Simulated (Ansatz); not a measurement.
## Relative stability

Two relaxed structures of CH5SSi (charge -1), singlet (PBE0-D4/def2-TZVPD; forces vanish, vibrations not checked).

A:

C1  (-0.450, 1.049, -0.808)
Si2  (0.693, -0.210, -0.398)
S3  (0.036, -1.945, 0.947)
H4  (-0.711, 1.807, -0.071)
H5  (1.213, -0.998, -1.568)
H6  (-1.232, 0.857, -1.541)
H7  (1.894, 0.257, 0.377)
H8  (1.208, -2.610, 0.952)
(Å)

B:

| atom | x (Å) | y (Å) | z (Å) |
| --- | --- | --- | --- |
| C1 | -0.6113 | 0.8731 | -0.4222 |
| Si2 | 1.0146 | -0.2008 | -0.3688 |
| S3 | 0.3513 | -1.7759 | 1.1408 |
| H4 | -0.3802 | 1.8417 | -0.8866 |
| H5 | -1.0520 | 1.0616 | 0.5630 |
| H6 | -1.3686 | 0.3849 | -1.0453 |
| H7 | 1.7104 | 0.6340 | 0.7214 |
| H8 | 0.3358 | -2.8187 | 0.2977 |

Ansatz 0.2.0; basis: def2-TZVPPD; cores frozen in the correlated methods. B3LYP uses VWN-RPA correlation.

(1) Which structure is lower at CCSD(T), and by how much? (To be estimated.)

The T1 diagnostic stays at or below 0.013.

## Answers

(1) By the calculation: B, by 13.27 kcal/mol (electronic energy, against the other). By their contacts, A is CH₅SSi ([CH2][SiH2][SH]), total charge -1 and B is CH₅SSi ([CH3][SiH][SH]), total charge -1.

All methods give the same order:

| method | E(B) − E(A) (kcal/mol) |
| --- | --- |
| PBE-D4 | -13.71 |
| r2SCAN-D4 | -12.19 |
| PBE0-D4 | -14.16 |
| B3LYP-D4 | -13.11 |
| wB97M-V | -13.64 |
| HF | -13.48 |
| MP2 | -11.31 |
| CCSD | -13.66 |
| CCSD(T) | -13.27 |

Labels in which every atom is bracketed show which atoms are joined, not bond orders.

For scale, one of the runs: CCSD(T)/def2-TZVPPD, 221 basis functions, launched by `ansatz run in.yaml --threads 2 --pin off --events-out ev --progress --plain --max-ram 4352MiB`. The run took 72 s on 2 CPU threads of an Arm Neoverse V1 (shared host), with 3.2 GiB of host memory at its peak.
